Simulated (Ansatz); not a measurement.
For zinc-blende CdS (metastable phase), PBE0 (Ansatz, a first-principles code, PAW) gives:

| Quantity | Value |
|---|---|
| equilibrium lattice constant a | 5.881 Å |
| bulk modulus | 60.2 GPa |
| band gap at the measured cell | 2.82 eV |
| zone-centre TO phonon frequency | 228 cm⁻¹ |
| elastic constant C11 | 74.3 GPa |
| elastic constant C44 | 27.8 GPa |
| Voigt–Reuss–Hill shear modulus | 18.9 GPa |

Q: What does Hartree–Fock (plane waves, PAW; Ansatz) give for the same quantities?

A: 
- lattice constant a: 6.038 Å (grows by 2.7 %)
- bulk modulus: 56.2 GPa (falls by 6.6 %)
- band gap at the measured cell: 8.51 eV (grows by 5.69 eV)
- zone-centre TO phonon frequency: 214 cm⁻¹ (drops by 6.1 %)
- elastic constant C11: 71.6 GPa (decreases by 3.6 %)
- elastic constant C44: 30.1 GPa (goes up by 8.3 %)
- Voigt–Reuss–Hill shear modulus: 20.6 GPa (rises by 9.0 %)

For comparison: lattice constant a 5.832 Å (measured, room temperature, no zero-point or thermal correction, our sources range from 5.818 to 5.832; as tabulated in arXiv:1206.3780); band gap 2.48 eV (measured, 4 K, zero-point motion not removed, our sources range from 2.48 to 2.55; as tabulated in arXiv:1206.3780).

Changes are worked out from the printed values.

Unless a cell is named, each level is at its own relaxed cell (PBE0 25.42, Hartree–Fock 27.52 Å³/atom).

Spin–orbit coupling is included only where a level's name says +SOC; with heavier elements it mostly lowers gaps and can invert bands. Density-functional gaps are differences of (generalised) Kohn–Sham levels.

Caveats: the cell is over a tenth larger than the published one: the level's own overestimate first of all, though another phase or state, or a fault of the published cell, is possible (Hartree–Fock). Ansatz's density-functional and Hartree–Fock values are scalar-relativistic unless marked +SOC, with PAW data made under PBE.
